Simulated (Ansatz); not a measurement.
**CH2NO (doublet): wave-function methods side by side at distance O1–H3 along a hydrogen transfer = 1.005 Å, cc-pVDZ**

An exercise on one series of results from a longer session: the logs are not shown, and one member is left open.

Computed with Ansatz 0.2.0, Gaussian basis. Level: cc-pVDZ, core rule «outside noble gas», up to 3 orbitals frozen.

To be run: UHF; CCSD(T) on ROHF; CCSD(T) on UHF; BCCD(T) on ROHF; CISD; CCSDT(Q) on ROHF; CCSDT(Q) on UHF; CASSCF and MRCISD+Q, 3 electrons in 3 orbitals; CASSCF and NEVPT2, 3 electrons in 3 orbitals.

### The geometry

The geometry derives from fragments relaxed apart (PBE0/def2-TZVP) and kept rigid, so it is no stationary point. A hydrogen atom is moved between rigid fragments.

5 atoms, charge 0, spin multiplicity 2.

Atoms are counted from 1 here; the program's logs count them from 0.

Bond lengths: O1–H2 0.960 Å, O1–H3 1.005 Å, H3–C5 1.363 Å, N4–C5 1.160 Å. Angles: H2–O1–H3 105.1°, O1–H3–C5 180.0°, H3–C5–N4 180.0°.

Set-up of the first run:

The input, in.yaml:

```yaml
crystal:
  periodic: [false, false, false]
  atoms:
    - {symbol: O, position_ang: [-1.330355, -0.185315, 0.000000]}
    - {symbol: H, position_ang: [-1.579664, 0.741261, 0.000000]}
    - {symbol: H, position_ang: [-0.325355, -0.185315, 0.000000]}
    - {symbol: N, position_ang: [2.197729, -0.185315, 0.000000]}
    - {symbol: C, position_ang: [1.037645, -0.185315, 0.000000]}
basis:
  gaussian: {orbitals: cc-pVDZ}
magnetization: {spin_polarized: true, initial_magnetization: 1}
hamiltonian: {xc: hf}
output: {orbitals: {seedname: orbitals}}
```

The run is started by

```console
$ ansatz run in.yaml --threads 1 --pin off --events-out ev --progress --plain --max-ram 2816MiB --backend cpu
```

Steps of the session up to this table: UHF; CCSD(T) on ROHF; CCSD(T) on UHF; BCCD(T) on ROHF; CISD; CCSDT(Q) on ROHF; CCSDT(Q) on UHF; CASSCF and MRCISD+Q, 3 electrons in 3 orbitals; CASSCF and NEVPT2, 3 electrons in 3 orbitals.

One of the session's tables, all rows but one given; the rest of the session is left out.

It belongs to the step «Misses and costs». 

```
       method  from RCCSDT(Q) (kcal/mol)
         ROHF                          ?
          UHF                    +319.34
         RMP2                     +21.48
         UMP2                     +39.82
         CISD                     +51.65
        RCCSD                     +13.78
        UCCSD                     +13.69
     RCCSD(T)                      +1.92
     UCCSD(T)                      +2.76
      BCCD(T)                      +1.93
       RCCSDT                      +1.47
       UCCSDT                      +1.49
    RCCSDT(Q)                          0
    UCCSDT(Q)                      -0.09
  CASSCF pair                    +312.44
  NEVPT2 pair                     +22.91
  MRCISD pair                     +46.65
MRCISD+Q pair                     +11.39
```

Estimate the missing values for ROHF.

The run gave: from RCCSDT(Q) (kcal/mol): +332.27. In the column «from RCCSDT(Q) (kcal/mol)» it is the highest.

Caveats from the session: Restricted and unrestricted rows rest on different reference determinants; where their highest levels disagree by more than a few hundredths of an eV, they describe different states and don't form one ladder.
